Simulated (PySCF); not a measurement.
Magnetic susceptibility: SMILES [P-]1C(C)=PC=C1, [C4H5P2]-, charge -1

Molfile (atoms numbered from 1):
```
C4H5P2
     RDKit          3D

 11 11  0  0  0  0  0  0  0  0999 V2000
   -2.0703   -0.1260    0.0825 C   0  0  0  0  0  0  0  0  0  0  0  0
   -0.5683   -0.0293    0.0185 C   0  0  0  0  0  0  0  0  0  0  0  0
    0.4350   -1.3737    0.4796 P   0  0  0  0  0  0  0  0  0  0  0  0
    1.9254   -0.5295    0.1498 C   0  0  0  0  0  0  0  0  0  0  0  0
    1.8312    0.7550   -0.3070 C   0  0  0  0  0  0  0  0  0  0  0  0
    0.2331    1.4228   -0.5153 P   0  0  0  0  0  0  0  0  0  0  0  0
   -2.3662   -1.1147    0.4365 H   0  0  0  0  0  0  0  0  0  0  0  0
   -2.5162    0.0389   -0.9015 H   0  0  0  0  0  0  0  0  0  0  0  0
   -2.4830    0.6242    0.7617 H   0  0  0  0  0  0  0  0  0  0  0  0
    2.8799   -1.0215    0.3075 H   0  0  0  0  0  0  0  0  0  0  0  0
    2.7049    1.3564   -0.5384 H   0  0  0  0  0  0  0  0  0  0  0  0
  1  2  1  0
  2  3  2  0
  3  4  1  0
  4  5  2  0
  5  6  1  0
  6  2  1  0
  1  7  1  0
  1  8  1  0
  1  9  1  0
  4 10  1  0
  5 11  1  0
M  CHG  1   6  -1
M  END
```

Theory: GIAO PBE/aug-pcSseg-1 magnetisability, rotational g tensor and spin-rotation constants, non-relativistic, gas phase in PySCF. Geometry: GFN2-xTB.

For an ion the centre-of-mass motion in the field is neglected.

(1) How diamagnetic is it, and how anisotropic?

(2) Split it along the inertial axes a, b, c into diamagnetic and paramagnetic parts about the centre of mass, with the quadrupole moment.

(3) And the rotational g tensor?

Results:

(1) Isotropic -1267 × 10⁻³⁰ J/T², or -76.3 × 10⁻⁶ cm³/mol; principal values -1952, -935, -912 × 10⁻³⁰ J/T², anisotropy 1028 × 10⁻³⁰ J/T² (root of half the summed squared differences of the principal values). The susceptibility is in cgs units.

(2) 
```
axis  χ (10⁻⁶ cm³/mol)  diamagnetic (10⁻⁶ cm³/mol)  paramagnetic (10⁻⁶ cm³/mol)  summed x² of all electrons (Å²)  quadrupole Θ (D Å)
   a             -55.0                      -449.6                        394.6                            116.2               +6.75
   b             -56.3                      -553.2                        496.9                             91.8              -12.16
   c            -117.6                      -882.6                        765.1                             14.2               +5.40
```
Anisotropies 2χaa − χbb − χcc = +64.0 and 2χbb − χaa − χcc = +59.9 × 10⁻⁶ cm³/mol. Θ is traceless in Buckingham's convention.

(3) 
```tsv
axis	rotational constant (GHz)	g	nuclear part	electronic part
a	3.2679	-0.0957	0.5101	-0.6058
b	2.9005	-0.0679	0.6092	-0.6771
c	1.5514	+0.0008	0.5584	-0.5576
```
Asymmetric top; isotopes 12C, 1H, 31P; no vibrational averaging.
